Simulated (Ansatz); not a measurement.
Species: beryllium hydride, BeH, net charge 0, doublet state. SMILES: [BeH]
Geometry: optimised at B3LYP-D3(BJ)/def2-TZVP (Ansatz, a program for electronic structure).

Property: atomisation energy (electronic, to ground-state atoms), in eV. Valence correlation only, unless marked. Open shells are spin-unrestricted. No spin-orbit coupling. Non-relativistic. FCI takes restricted orbitals. CBS marks a two-point X^-3 extrapolation of the correlation energy; Hartree-Fock from the larger set.

```
level                                        program  atomisation energy (eV)
------------------------------------  --------------  -----------------------
revPBE-D3(BJ)/def2-TZVPD              Ansatz + dftd3                      ___
B3LYP-D3(BJ)/def2-TZVPD               Ansatz + dftd3                      ___
PBE0-D3(BJ)/def2-TZVPD                Ansatz + dftd3                      ___
BHLYP-D3(BJ)/def2-TZVPD               Ansatz + dftd3                     2.47
CAM-B3LYP-D3(BJ)/def2-TZVPD           Ansatz + dftd3                      ___
wB97X-V/def2-TZVPD                            Ansatz                     2.35
SCS-MP2/def2-SVP                              Ansatz                     2.24
SCS-MP2/def2-QZVPP                            Ansatz                     2.35
FCI/STO-3G                                    Ansatz                     2.36
CCSD(T)/CBS(def2-TZVPPD,def2-QZVPPD)          Ansatz                     2.19
```

Problem. Complete the blanks.

Solution. 
- revPBE-D3(BJ)/def2-TZVPD, atomisation energy (eV): 2.38
- B3LYP-D3(BJ)/def2-TZVPD, atomisation energy (eV): 2.49
- PBE0-D3(BJ)/def2-TZVPD, atomisation energy (eV): 2.40
- CAM-B3LYP-D3(BJ)/def2-TZVPD, atomisation energy (eV): 2.48
